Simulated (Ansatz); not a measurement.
Geometry optimisation, RKS CAM-B3LYP/6-31G (Ansatz).

The input (input.yaml):

```yaml
crystal:
  periodic: [false, false, false]
  atoms:
    - { symbol: O, position_ang: [0.65076, 0.09043, -1.34341] }
    - { symbol: C, position_ang: [0.0517, -0.49016, -0.42286] }
    - { symbol: S, position_ang: [-0.74143, 0.84692, 1.04563] }
    - { symbol: H, position_ang: [0.63068, -1.0817, 0.32399] }
    - { symbol: H, position_ang: [-0.93168, -0.97658, -0.61854] }
    - { symbol: H, position_ang: [-1.7841, 1.1505, 0.28734] }
total_charge: -1
basis:
  gaussian: { orbitals: "6-31G" }
hamiltonian:
  xc: cam_b3lyp
relax:
  f_tol: 0.015
  max_steps: 40
```

Command:

```bash
$ ansatz run input.yaml --threads 1 --pin off --max-ram 2048MiB --backend cpu --events-out ev --progress --plain --runs-dir out
```

Where does it end, and by what steps?

It converged. The force dipped under the threshold on the way, but the program's further checks kept it going. Limits of this set-up: no polarisation functions, an anion without diffuse functions. After 19 steps the energy has fallen by 0.553 eV; S3 moved furthest, 0.59 Å.

| step | energy less start (eV) | largest force component (eV/Å) | accepted |
| --- | --- | --- | --- |
| 0 | 0.0000 | 2.014 | yes |
| 1 | -0.2576 | 1.356 | yes |
| 2 | -0.3108 | 1.237 | yes |
| 3 | -0.4766 | 0.697 | yes |
| 4 | -0.5381 | 0.382 | yes |
| 5 | -0.5486 | 0.099 | yes |
| 6 | -0.5416 | 0.460 | no |
| 7 | -0.5490 | 0.197 | yes |
| 8 | -0.5519 | 0.028 | yes |
| 9 | -0.5523 | 0.057 | yes |
| 10 | -0.5526 | 0.035 | yes |
| 11 | -0.5527 | 0.031 | yes |
| 12 | -0.5527 | 0.024 | yes |
| 13 | -0.5528 | 0.006 | yes |
| 14 | -0.5526 | 0.061 | no |
| 15 | -0.5528 | 0.032 | yes |
| 16 | -0.5529 | 0.027 | yes |
| 17 | -0.5529 | 0.018 | yes |
| 18 | -0.5529 | 0.018 | yes |
| 19 | -0.5529 | 0.005 | yes |

```xyz
6
Properties=species:S:1:pos:R:3
O 0.871 -0.326 -1.668
C 0.251 -0.728 -0.671
S -1.178 0.887 1.444
H 0.741 -0.922 0.289
H -0.818 -0.959 -0.692
H -1.991 1.588 0.569
```

Whether the end is a true minimum wasn't checked by a vibrational analysis.

Run time: 52 s on 1 thread of Arm Neoverse N1, on a shared host, peak memory 0.12 GiB.
